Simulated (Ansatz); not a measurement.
# SiH₂ (singlet): wave-function methods side by side, cc-pV(D+d)Z

An exercise on one series of results from a longer session: the logs are not shown, and one member is left open.

Method: cc-pV(D+d)Z, core rule «outside noble gas», up to 5 orbitals frozen; program: Ansatz 0.2.0, Gaussian basis.

Plan: UHF; CCSD(T) on RHF; CCSD(T) on UHF; BCCD(T) on RHF; CISD; CCSDT(Q) on RHF; CCSDT(Q) on UHF; CISDTQ; CCSDTQ on RHF; CCSDTQ on UHF; CASSCF and MRCISD+Q, 6 electrons in 6 orbitals; CASSCF and NEVPT2, 6 electrons in 6 orbitals; Full CI.

10 further runs of the same task are left out: 10 set aside as unsound or not needed.

## The system

The geometry is an MP2(full)/6-31G* stationary point (not a proven minimum).

3 atoms, charge 0, spin multiplicity 1.

Atoms are counted from 1 here; the program's logs count them from 0.

Bond lengths: Si1–H2 1.519 Å, Si1–H3 1.519 Å. Angles: H2–Si1–H3 92.5°.

Geometry (Å):

```mol
H2Si
  3D, bonds by distance, orders not assigned

  3  2  0  0  0  0  0  0  0  0999 V2000
    0.0000    0.0000    0.0703 Si  0  0
    0.0000    1.0969   -0.9798 H   0  0
    0.0000   -1.0969   -0.9798 H   0  0
  1  2  8  0
  1  3  8  0
M  END
```

The first run:

Contents of in.yaml:

```yaml
crystal:
  periodic: [false, false, false]
  atoms:
    - {symbol: Si, position_ang: [0.000000, 0.000000, 0.070330]}
    - {symbol: H, position_ang: [0.000000, 1.096938, -0.979847]}
    - {symbol: H, position_ang: [0.000000, -1.096938, -0.979847]}
basis:
  gaussian: {orbitals: "cc-pV(D+d)Z.json"}
magnetization: {spin_polarized: true, initial_magnetization: 0}
hamiltonian: {xc: hf}
output: {orbitals: {seedname: orbitals}}
```

Command:

```
$ ansatz run in.yaml --threads 1 --pin off --events-out ev --progress --plain --max-ram 3956MiB --backend cpu
```

Steps of the session up to this table: UHF; CCSD(T) on RHF; CCSD(T) on UHF; BCCD(T) on RHF; CISD; CCSDT(Q) on RHF; CCSDT(Q) on UHF; CISDTQ; CCSDTQ on RHF; CCSDTQ on UHF; CASSCF and MRCISD+Q, 6 electrons in 6 orbitals; CASSCF and NEVPT2, 6 electrons in 6 orbitals; Full CI.

One of the session's tables, all rows but one given; the rest of the session is left out.

| method | from FCI (meV) |
| --- | --- |
| RHF | +3277.2 |
| UHF | +3177.2 |
| RMP2 | +868.5 |
| CISD | +224.1 |
| RCCSD | +82.6 |
| RCCSD(T) | +20.1 |
| BCCD(T) | +20.2 |
| RCCSDT | +3.1 |
| CISDTQ | ? |
| RCCSDT(Q) | +0.6 |
| RCCSDTQ | 0.0 |
| CASSCF valence | +1934.6 |
| NEVPT2 valence | +647.9 |
| MRCISD valence | +92.3 |
| MRCISD+Q valence | +14.5 |
| FCI | 0 |

Estimate the missing values for CISDTQ.

The run gave: from FCI (meV): +4.6. In the column «from FCI (meV)» it lies between RCCSDT (+3.1) and MRCISD+Q valence (+14.5).
